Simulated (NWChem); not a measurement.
System: ethylene (C2H4); SMILES C=C

Input file for NWChem:

```
start job
memory heap 200 mb stack 900 mb global 1100 mb
geometry units angstroms noautosym nocenter noautoz
  C      0.000000     0.665229     0.000000
  C      0.000000    -0.665229     0.000000
  H      0.931002     1.240614     0.000000
  H     -0.931002     1.240614     0.000000
  H     -0.931002    -1.240614     0.000000
  H      0.931002    -1.240614     0.000000
end
basis spherical
  * library def2-svpd
end
dft
  xc xpbe96 cpbe96
  iterations 150
end
property
  response 1 0.0
end
task dft property
```

Excerpt of the output:

```
             Northwest Computational Chemistry Package (NWChem) 7.3.0
             --------------------------------------------------------

                             Geometry "geometry" -> ""
                             -------------------------

 Output coordinates in angstroms (scale by  1.889725989 to convert to a.u.)

  No.       Tag          Charge          X              Y              Z
 ---- ---------------- ---------- -------------- -------------- --------------
    1 C                    6.0000     0.00000000     0.66522900     0.00000000
    2 C                    6.0000     0.00000000    -0.66522900     0.00000000
    3 H                    1.0000     0.93100200     1.24061400     0.00000000
    4 H                    1.0000    -0.93100200     1.24061400     0.00000000
    5 H                    1.0000    -0.93100200    -1.24061400     0.00000000
    6 H                    1.0000     0.93100200    -1.24061400     0.00000000

 Effective nuclear repulsion energy (a.u.)      33.2465659495

  pbe96 is a nonlocal functional; adding pw91lda local functional.
                              NWChem Property Module
                              ----------------------

                                 NWChem DFT Module
                                 -----------------

 Summary of "ao basis" -> "ao basis" (spherical)
 ------------------------------------------------------------------------------
       Tag                 Description            Shells   Functions and Types
 ---------------- ------------------------------  ------  ---------------------
 C                         def2-svpd                 8       20   4s2p2d
 H                         def2-svpd                 4        8   2s2p

            General Information
            -------------------
          SCF calculation type: DFT
          Wavefunction type:  closed shell.
          No. of atoms     :     6
          No. of electrons :    16
           Alpha electrons :     8
            Beta electrons :     8
          Charge           :     0
          Spin multiplicity:     1
          Use of symmetry is: off; symmetry adaption is: off
          Maximum number of iterations: 150
          AO basis - number of functions:    72
                     number of shells:    32
          Convergence on energy requested:  1.00D-06
          Convergence on density requested:  1.00D-05
          Convergence on gradient requested:  5.00D-04

              XC Information
              --------------
          PerdewBurkeErnzerhof Exchange Functional  1.000
            Perdew 1991 LDA Correlation Functional  1.000 local
           PerdewBurkeErnz. Correlation Functional  1.000 non-local

             Grid Information
             ----------------
          Grid used for XC integration:  medium
          Radial quadrature: Mura-Knowles
          Angular quadrature: Lebedev.
          Tag              B.-S. Rad. Rad. Pts. Rad. Cut. Ang. Pts.
          ---              ---------- --------- --------- ---------
          C                   0.70       49           8.0       434
          H                   0.35       45          10.0       434
          Grid pruning is: on
          Number of quadrature shells:   278
          Spatial weights used:  Erf1

      Superposition of Atomic Density Guess
      -------------------------------------

 Sum of atomic energies:         -77.24722726

      Non-variational initial energy
      ------------------------------

 Total energy =     -78.369920
 1-e energy   =    -167.725544
 2-e energy   =      56.109058
 HOMO         =      -0.344705
 LUMO         =      -0.002707

   convergence    iter        energy       DeltaE   RMS-Dens  Diis-err
 ---------------- ----- ----------------- --------- --------- ---------
 d= 0,ls=0.0,diis     1    -78.4000564184 -1.12D+02  1.27D-02  1.66D-01
 d= 0,ls=0.0,diis     2    -78.4154604563 -1.54D-02  3.67D-03  8.89D-03
 d= 0,ls=0.0,diis     3    -78.4161318637 -6.71D-04  9.65D-04  4.10D-03
 d= 0,ls=0.0,diis     4    -78.4166403930 -5.09D-04  2.05D-04  2.79D-04
 d= 0,ls=0.0,diis     5    -78.4166820795 -4.17D-05  2.79D-05  8.23D-07
 d= 0,ls=0.0,diis     6    -78.4166821903 -1.11D-07  8.47D-07  9.34D-10

         Total DFT energy =      -78.416682190316
      One electron energy =     -169.939104798715
           Coulomb energy =       70.411084365367
    Exchange-Corr. energy =      -12.135227706421
 Nuclear repulsion energy =       33.246565949454

 Numeric. integr. density =       16.000001319845

                       DFT Final Molecular Orbital Analysis
                       ------------------------------------

 Vector    6  Occ=2.000000D+00  E=-3.738661D-01
              MO Center= -3.4D-10,  9.9D-09, -2.2D-10, r^2= 1.8D+00
   Bfn.  Coefficient  Atom+Function         Bfn.  Coefficient  Atom+Function
  ----- ------------  ---------------      ----- ------------  ---------------
     6      0.419074  1 C  py                26     -0.419074  2 C  py
    41      0.171864  3 H  s                 49      0.171864  4 H  s
    57      0.171864  5 H  s                 65      0.171864  6 H  s
     3     -0.144599  1 C  s                 23     -0.144599  2 C  s
    42      0.112561  3 H  s                 50      0.112561  4 H  s

 Vector    7  Occ=2.000000D+00  E=-3.104441D-01
              MO Center= -8.3D-10,  1.3D-08, -3.2D-10, r^2= 2.4D+00
   Bfn.  Coefficient  Atom+Function         Bfn.  Coefficient  Atom+Function
  ----- ------------  ---------------      ----- ------------  ---------------
     5      0.306276  1 C  px                25     -0.306276  2 C  px
    41      0.271577  3 H  s                 49     -0.271577  4 H  s
    57      0.271577  5 H  s                 65     -0.271577  6 H  s
    16      0.149824  1 C  d -2              36      0.149824  2 C  d -2
    46      0.033381  3 H  px                54      0.033381  4 H  px

 Vector    8  Occ=2.000000D+00  E=-2.483648D-01
              MO Center=  2.7D-10, -6.2D-09, -5.8D-10, r^2= 1.5D+00
   Bfn.  Coefficient  Atom+Function         Bfn.  Coefficient  Atom+Function
  ----- ------------  ---------------      ----- ------------  ---------------
     7      0.418990  1 C  pz                27      0.418990  2 C  pz
    10      0.220973  1 C  pz                30      0.220973  2 C  pz
    48      0.032868  3 H  pz                56      0.032868  4 H  pz
    64      0.032868  5 H  pz                72      0.032868  6 H  pz

 Vector    9  Occ=0.000000D+00  E=-3.614638D-02
              MO Center= -4.9D-10,  6.8D-09, -2.1D-09, r^2= 2.4D+00
   Bfn.  Coefficient  Atom+Function         Bfn.  Coefficient  Atom+Function
  ----- ------------  ---------------      ----- ------------  ---------------
     7      0.441195  1 C  pz                27     -0.441195  2 C  pz
    10      0.316538  1 C  pz                30     -0.316538  2 C  pz
    17      0.088862  1 C  d -1              37      0.088862  2 C  d -1
    48      0.084618  3 H  pz                56      0.084618  4 H  pz
    64     -0.084618  5 H  pz                72     -0.084618  6 H  pz

 Vector   10  Occ=0.000000D+00  E= 2.027711D-02
              MO Center= -1.8D-09, -3.8D-08, -1.7D-09, r^2= 7.7D+00
   Bfn.  Coefficient  Atom+Function         Bfn.  Coefficient  Atom+Function
  ----- ------------  ---------------      ----- ------------  ---------------
     4      1.973228  1 C  s                 24      1.973228  2 C  s
    42     -1.584515  3 H  s                 50     -1.584515  4 H  s
    58     -1.584515  5 H  s                 66     -1.584515  6 H  s
     3      1.321315  1 C  s                 23      1.321315  2 C  s
    46      0.459805  3 H  px                54     -0.459805  4 H  px

 Vector   11  Occ=0.000000D+00  E= 4.194231D-02
              MO Center=  1.1D-09,  3.0D-08,  1.3D-09, r^2= 9.5D+00
   Bfn.  Coefficient  Atom+Function         Bfn.  Coefficient  Atom+Function
  ----- ------------  ---------------      ----- ------------  ---------------
     4      4.926651  1 C  s                 24     -4.926651  2 C  s
    42     -2.106762  3 H  s                 50     -2.106762  4 H  s
    58      2.106762  5 H  s                 66      2.106762  6 H  s
     9      0.758284  1 C  py                29      0.758284  2 C  py
    20      0.673863  1 C  d  2              40     -0.673863  2 C  d  2

     Multipole analysis of the density
     ---------------------------------

     L   x y z        total         alpha         beta         nuclear
     -   - - -        -----         -----         ----         -------
     0   0 0 0     -0.000000     -8.000000     -8.000000     16.000000

     1   1 0 0      0.000000      0.000000      0.000000      0.000000
     1   0 1 0      0.000000      0.000000      0.000000      0.000000
     1   0 0 1     -0.000000     -0.000000     -0.000000      0.000000

     2   2 0 0     -9.333419    -10.857255    -10.857255     12.381090
     2   1 1 0     -0.000000     -0.000000     -0.000000      0.000000
     2   1 0 1     -0.000000     -0.000000     -0.000000      0.000000
     2   0 2 0     -9.327422    -25.138136    -25.138136     40.948851
     2   0 1 1     -0.000000     -0.000000     -0.000000      0.000000
     2   0 0 2    -11.457941     -5.728971     -5.728971      0.000000

 *** CALLING NEW AORESP DRIVER FOR CLOSED AND OPEN SHELLS ***
 Entering AOResponse driver routine

--------------------------------------------------------------------------------

          -----------------------------------------------
          Solving response equations for perturbing field
          -----------------------------------------------

 number of frequencies:     1
 frequency in a.u.:  0.0000000E+00
 Perturbing field: electric
 Using El. Dipole Length Gauge

 Setting up CPKS with frequency omega =      0.00000000 a.u.

 STATIC response

                                NWChem CPHF Module
                                ------------------

  scftype          =     RHF
  nclosed          =        8
  nopen            =        0
  variables        =      512
  # of vectors     =        3
  tolerance        = 0.10D-03
  level shift      = 0.00D+00
  max iterations   =       50
  max subspace     =       30

 SCF residual:    5.7121847876535673E-006

Iterative solution of linear equations
  No. of variables      512
  No. of equations        3
  Maximum subspace       30
        Iterations       50
       Convergence  1.0D-04

   iter   nsub   residual    time
   ----  ------  --------  ---------
     1      3    1.08D+01       6.3
     2      6    4.06D+00       7.4
     3      9    2.10D-01       8.5
     4     12    1.36D-02       9.6
     5     15    2.66D-04      10.6
     6     18    2.77D-05      11.7

 Electric Dipole Response Matrix (nonzero elements):

              1        2        3
    1   25.6856  -0.0000   0.0000
    2   -0.0000  35.3026   0.0000
    3    0.0000   0.0000  20.9118

 ------------------------------------------
 average:        27.30000 + I       0.00000

 DFT Linear Response polarizability / au
 Frequency  =       0.0000000 / au
              X              Y              Z
 -----------------------------------------------
 X      25.6856239     -0.0000000      0.0000000
 Y      -0.0000000     35.3025574      0.0000000
 Z       0.0000000      0.0000000     20.9118154
 -----------------------------------------------
 Eigenvalues =      25.6856239     35.3025574     20.9118154
 Isotropic   =      27.2999989
 Anisotropic =      12.6958284
 -----------------------------------------------

 Magnetic Dipole Response Matrix (nonzero elements):

 Exiting AOResponse driver routine
```

Level: PBE/def2-SVPD. Geometry: optimised at PBE0/def2-SVP.
